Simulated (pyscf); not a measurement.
## Elimination: H₃C–CH(CH₃)–O–Ge(OH)(OH)–OH → HO–Ge(OH)(OH)–OH + H₂C=CH–CH₃

Gas phase, singlet surface, charge 0. Bonds broken: O2–C3, C4–H10. Bonds formed: O2–H10. PySCF, gas phase, ωB97X-D3(BJ)/def2-SVP geometries.

Transition state (Å):

```xyz
18

Ge     0.6830    -1.3540     0.8617
O     -0.7948    -0.9745     0.0541
C     -1.2085     0.9650    -0.6146
C     -2.3379     0.9889     0.2298
C      0.0633     1.6699    -0.2916
O      1.0343    -0.3277     2.2668
O      1.9952    -1.0556    -0.2906
O      0.7219    -2.9961     1.5252
H     -1.3164     0.5738    -1.6307
H     -1.8041    -0.1610     0.5079
H     -3.3219     0.8015    -0.2109
H     -2.3026     1.6376     1.1120
H      0.2123     1.7341     0.7962
H      0.9313     1.1772    -0.7493
H     -0.0230     2.6955    -0.6938
H      0.8619    -0.7976     3.0913
H      2.8514    -1.0373     0.1533
H      0.2090    -3.6059     0.9816
```

One imaginary mode, 1663i cm⁻¹; descent along it reached the two sides named, in the forms told below.

| bond | change | reactant side (Å) | saddle | product side |
|---|---|---|---|---|
| O2–C3 | breaks | 1.430 | 2.093 | 3.4 |
| C4–H10 | breaks | 1.101 | 1.298 | 2.313 |
| O2–H10 | forms | 2.6 | 1.373 | 0.970 |

Electronic energies relative to the reactant's lowest minimum found (kJ/mol):

```json
[
 {"level": "ωB97X-D3(BJ)/def2-TZVP", "barrier": "271.3", "reaction energy": "+85.0", "reverse barrier": "186.3"},
 {"level": "PBE/def2-TZVP", "barrier": "221.2", "reaction energy": "+58.9", "reverse barrier": "162.3"},
 {"level": "r²SCAN/def2-TZVP", "barrier": "240.0", "reaction energy": "+73.3", "reverse barrier": "166.7"},
 {"level": "B3LYP-D3(BJ)/def2-TZVP", "barrier": "244.3", "reaction energy": "+66.3", "reverse barrier": "178.0"},
 {"level": "PBE0-D3(BJ)/def2-TZVP", "barrier": "255.8", "reaction energy": "+82.3", "reverse barrier": "173.5"},
 {"level": "M06-2X/def2-TZVP", "barrier": "275.6", "reaction energy": "+77.6", "reverse barrier": "198.0"},
 {"level": "ωB97M-D3(BJ)/def2-TZVP", "barrier": "258.6", "reaction energy": "+70.1", "reverse barrier": "188.5"},
 {"level": "HF/def2-TZVP", "barrier": "317.8", "reaction energy": "+40.6", "reverse barrier": "277.3"}
]
```

With ωB97M-D3(BJ)/def2-TZVP energies and thermal terms (ideal gas, 1 atm, RRHO with modes under 100 cm⁻¹ raised to 100, one conformer, R ln 2 for rigid chiral ones), in kJ/mol:

```
T (K)    ΔH‡    ΔG‡     ΔH      ΔG
-----  -----  -----  -----  ------
298    238.6  237.4  +58.1    +3.7
600    239.6  235.8  +57.4   -51.3
900    239.9  233.8  +54.6  -105.1
1200   239.4  231.8  +50.6  -157.7
```

On the product side the descent ends in a complex, 24.0 kJ/mol under the separated species and 210.3 kJ/mol under the saddle at ωB97X-D3(BJ)/def2-TZVP. This is the saddle that the search found; another between the same sides may lie lower. Elements up to Kr have no core potential and no relativistic terms here.
